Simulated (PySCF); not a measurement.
Potential energy of HF⁺ along the bond

Set-up: basis H aug-pcseg-1, F aug-pcseg-1; no relativity; PySCF 2.14. Energies in eV from H⁺ + F in their ground configurations at the same level. State: ²Π (doublet), unpaired electrons π ↑.

```csv
R (Å),UHF-CCSD(T),PBE0,TPSSh
0.876,,-3.008,-3.043
0.917,-3.293,-3.250,-3.297
0.958,-3.425,-3.385,-3.443
0.988,-3.470,-3.434,-3.499
1.019,-3.480,-3.447,-3.520
1.050,-3.462,-3.433,-3.511
1.090,-3.405,-3.379,-3.466
1.141,-3.294,-3.273,-3.368
1.202,-3.124,-3.109,-3.210
1.284,,-2.855,-2.962
```

**Question.** Put a parabola through the three lowest points of the UHF-CCSD(T) curve and estimate Re, k and ωe (reduced mass 0.9571 u; 1 eV/Å² = 0.16022 mdyn/Å; ωe = 1302.8·√(k/μ) cm⁻¹).

**Answer.** Through R = 0.988, 1.019, 1.05 Å the second-order coefficient is 14.6 eV/Å², so Re ≈ 1.015 Å, k ≈ 4.67 mdyn/Å and ωe ≈ 2877 cm⁻¹. A polynomial fit of higher order to the unrounded UHF-CCSD(T) energies gives Re = 1.014 Å, k = 4.97 mdyn/Å, ωe = 2970 cm⁻¹; anharmonicity and rounding make the difference.

The higher-order fit for each curve: UHF-CCSD(T): Re = 1.014 Å, ωe = 2970 cm⁻¹, De = 3.48 eV; PBE0: Re = 1.017 Å, ωe = 2934 cm⁻¹, De = 3.45 eV; TPSSh: Re = 1.024 Å, ωe = 2887 cm⁻¹, De = 3.52 eV.

Correlated steps freeze 1 core orbital. Correlated levels converge slowly with the basis: in double zeta they bind strong bonds too weakly, by up to about 1 eV, and carry superposition errors of some tenths. For an ion De counts to the pair picked by the measured ionisation energies or electron affinities, which need not be the lowest pair at this level. The state is the lowest determinant that a PBE0 search found; another state may lie lower at other levels.
